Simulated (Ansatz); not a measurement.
Process, species as SMILES: [CH2]Cl (CH2-Cl) → Cl[CH2-] (an electron is taken up)
B3LYP-D3(BJ)/def2-TZVP geometries, fixed; electronic energies without zero-point terms; positive where energy is released.

Basis-set convergence of the adiabatic electron affinity at r2SCAN with Ansatz (a first-principles code). All functions are spherical. The program fits the integrals of some runs and decomposes those of others, by size. Open shells are unrestricted. No added dispersion term, no relativity. Functions are those of the species that has most. Reference: the value in aug-pcseg-3, 0.421 eV, itself unsure by roughly 0.010 eV (its mean distance from aug-cc-pV(Q+d)Z, def2-QZVPPD). Deviations are taken from unrounded values.

```tsv
basis	functions
def2-SV(P)	36
def2-SVP	42
def2-SVPD	63
def2-TZVP	80
def2-TZVPD	101
def2-TZVPP	101
def2-TZVPPD	122
def2-QZVPP	187
def2-QZVPPD	208
```

Question: Which is the smallest def2 set listed that can be trusted to 0.1 eV here, that is, within that of the reference together with its larger relatives (same family, alike in diffuse functions; a set with none to test it counts only in the reference's own line)?

Answer: The smallest set listed that lies within 0.1 eV of the reference with all its larger relatives (same family, alike in diffuse functions; a set with none counts only in the reference's own line) is def2-SVPD (63 functions, 0.009 eV off). Inside, with no larger relative to test it: def2-QZVPP. Value minus reference: def2-SV(P) -0.581, def2-SVP -0.553, def2-SVPD 0.009, def2-TZVP -0.151, def2-TZVPD -0.020, def2-TZVPP -0.150, def2-TZVPPD -0.022, def2-QZVPP -0.058, def2-QZVPPD -0.018 eV.
